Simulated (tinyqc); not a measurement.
Worked calculation: coupled-perturbed Hartree-Fock on RHF in the sto-6g basis, for OH-, spin multiplicity 1. The basis has no diffuse functions, so it cannot describe the extra electron: this is an exercise in the method, not the real anion. One step of it, computed by the program tinyqc.

Question. Response to a field: uncoupled start. Field along y; U_ai = -mu_ai / (e_a - e_i), alpha = -4 sum U_ai mu_ai.

orbital energies (hartree): [-19.729353, -0.588953, 0.072695, 0.199417, 0.199417, 1.029101]

dipole integrals <a|y|i> (bohr), order a6:
```
[[0.000000, 0.000000, 0.000000, 0.043089, 0.031983]]
```

Give: uncoupled U; uncoupled polarisability.

Answer.

uncoupled U, order a6:
```
[[0.000, 0.000, 0.000, -0.052, -0.039]]
```

uncoupled polarisability = 0.014 bohr^3
